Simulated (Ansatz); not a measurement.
This geometry of H + H4Si (6 atoms, charge 0, multiplicity 2) is a first-order saddle point.

The calculation used UKS PBE0/def2-SVP (Ansatz).

```xyz
6
Properties=species:S:1:pos:R:3
Si 0.000 0.000 -0.011
H 0.000 0.000 1.544
H 1.413 0.000 -0.496
H -0.706 1.223 -0.496
H -0.706 -1.223 -0.496
H 0.000 0.000 2.876
```

Task: Which two structures does it join? (They come from a converged band through this point; their orientation in space is the band's.)

Result: Bonds broken: Si1–H2. Bonds formed: H2–H6. H + H4Si becomes H2 + H3Si.

First end point:

```xyz
6
Properties=species:S:1:pos:R:3
Si 0.000 0.000 -0.295
H 0.000 0.000 1.198
H 1.408 0.000 -0.793
H -0.703 1.219 -0.793
H -0.703 -1.219 -0.793
H 0.000 0.000 4.398
```

Last end point:

```xyz
6
Properties=species:S:1:pos:R:3
Si 0.001 0.000 -0.589
H 0.000 0.000 2.930
H 1.425 0.000 -1.037
H -0.712 1.234 -1.037
H -0.712 -1.234 -1.037
H 0.000 0.000 3.692
```

Task: How far does it lie above each of them?

Result: 0.098 eV above the first and 0.582 eV above the second. This is the barrier of this one path; another mechanism may lie lower.

Run time: 56 s on 1 thread of Arm Neoverse V1 (shared host), peak memory 0.1 GiB.
